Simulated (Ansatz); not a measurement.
Results of r²SCAN-D4 in Ansatz (PAW) for chalcopyrite CuGaSe₂.

Settings: plane-wave cutoff 560 eV, 8×8×8 k mesh, Fermi–Dirac smearing 0.01 eV, no spin polarisation, scalar-relativistic PAW data made under PBE.

The cell is scaled about its equilibrium volume (c/a stays at 1.979):

Shape and atoms are relaxed at each volume.

```csv
V (Å³/atom),P (GPa),direct gap at Γ (eV)
20.668,3.26,0.822
21.098,1.54,0.721
21.529,0.00,0.626
21.960,-1.37,0.536
22.390,-2.59,0.451
```

A straight line through the gaps at Γ against ln V gives a volume deformation potential dE_g(Γ)/d ln V of -4.6 eV: the gap at Γ widens under compression.

Measured, for comparison: band gap 1.67 eV (temperature not stated, no zero-point or thermal correction, direct or pseudo-direct at Γ; as tabulated in Ghosh et al. (2024), arXiv:2401.16805).

Note: the bulk modulus comes from volumes at which shape and atoms were relaxed.

Spin–orbit coupling is not included.

Ansatz is a first-principles code.
